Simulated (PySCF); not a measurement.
# 3-chloro-2-methylpropene (C=C(C)CCl, C4H7Cl)

Molfile (atoms numbered from 1):
```
C4H7Cl
     RDKit          3D

 12 11  0  0  0  0  0  0  0  0999 V2000
   -0.1450    1.5144   -0.3672 C   0  0  0  0  0  0  0  0  0  0  0  0
   -0.0514    0.2311   -0.0346 C   0  0  0  0  0  0  0  0  0  0  0  0
   -1.2175   -0.7013   -0.0246 C   0  0  0  0  0  0  0  0  0  0  0  0
    1.2632   -0.3300    0.3916 C   0  0  0  0  0  0  0  0  0  0  0  0
    1.8339   -1.6238   -0.7177 Cl  0  0  0  0  0  0  0  0  0  0  0  0
   -1.0942    1.9570   -0.6470 H   0  0  0  0  0  0  0  0  0  0  0  0
    0.7233    2.1637   -0.3693 H   0  0  0  0  0  0  0  0  0  0  0  0
   -1.0264   -1.5631   -0.6686 H   0  0  0  0  0  0  0  0  0  0  0  0
   -2.1254   -0.2044   -0.3657 H   0  0  0  0  0  0  0  0  0  0  0  0
   -1.3931   -1.0912    0.9835 H   0  0  0  0  0  0  0  0  0  0  0  0
    2.0391    0.4322    0.4028 H   0  0  0  0  0  0  0  0  0  0  0  0
    1.1985   -0.7973    1.3752 H   0  0  0  0  0  0  0  0  0  0  0  0
  1  2  2  0
  2  3  1  0
  2  4  1  0
  4  5  1  0
  1  6  1  0
  1  7  1  0
  3  8  1  0
  3  9  1  0
  3 10  1  0
  4 11  1  0
  4 12  1  0
M  END
```

Computed, not measured: quadratic response CAM-B3LYP/def2-TZVPD first hyperpolarisability, Taylor convention, gas phase in PySCF. Geometry: PBE0-D3(BJ)/def2-TZVP.

Question: Give the tensor of the second harmonic β(−2ω;ω,ω) at 1064 nm in the axes of these coordinates.

Answer: In au, Taylor convention; rows are the first index (the induced dipole):
|  | xx | yy | zz | xy | xz | yz |
| --- | --- | --- | --- | --- | --- | --- |
| x | -31.3 | -35.3 | -0.4 | +13.9 | +11.3 | -0.9 |
| y | +14.5 | +1.6 | -9.6 | -37.0 | -0.5 | -11.7 |
| z | +11.0 | -11.7 | +9.1 | -0.3 | -0.5 | -8.8 |

Norm of βᵢ = ⅓ Σⱼ (βᵢⱼⱼ + βⱼᵢⱼ + βⱼⱼᵢ): 69.0 au, hyper-Rayleigh value 31.5 au.
